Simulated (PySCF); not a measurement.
CH₃: breathing scan

Method: UPBE in PySCF with C def2-TZVP, H def2-TZVP; no relativity; density-fitted integrals.

Rigid scan from the doublet minimum (C–H 1.087 Å (×3); H–C–H 120.0° (×3)). Coordinate: all bonds to the central atom scaled together. Energies in kJ/mol from the minimum.

**Question.** Predict the curve at 0.88, 0.92, 0.96, 1.00, 1.04, 1.08, 1.14, 1.22, 1.35.

**Answer.** 
```json
{"scale of all bonds to the centre": "0.88", "E (kJ/mol)": "110.0", "⟨S²⟩": "0.75"}
{"scale of all bonds to the centre": "0.92", "E (kJ/mol)": "44.8", "⟨S²⟩": "0.75"}
{"scale of all bonds to the centre": "0.96", "E (kJ/mol)": "10.3", "⟨S²⟩": "0.75"}
{"scale of all bonds to the centre": "1.00", "E (kJ/mol)": "0.0", "⟨S²⟩": "0.75"}
{"scale of all bonds to the centre": "1.04", "E (kJ/mol)": "8.7", "⟨S²⟩": "0.75"}
{"scale of all bonds to the centre": "1.08", "E (kJ/mol)": "32.2", "⟨S²⟩": "0.75"}
{"scale of all bonds to the centre": "1.14", "E (kJ/mol)": "87.8", "⟨S²⟩": "0.76"}
{"scale of all bonds to the centre": "1.22", "E (kJ/mol)": "186.9", "⟨S²⟩": "0.76"}
{"scale of all bonds to the centre": "1.35", "E (kJ/mol)": "376.2", "⟨S²⟩": "0.76"}
```

Other isomers or separated fragments may lie lower.
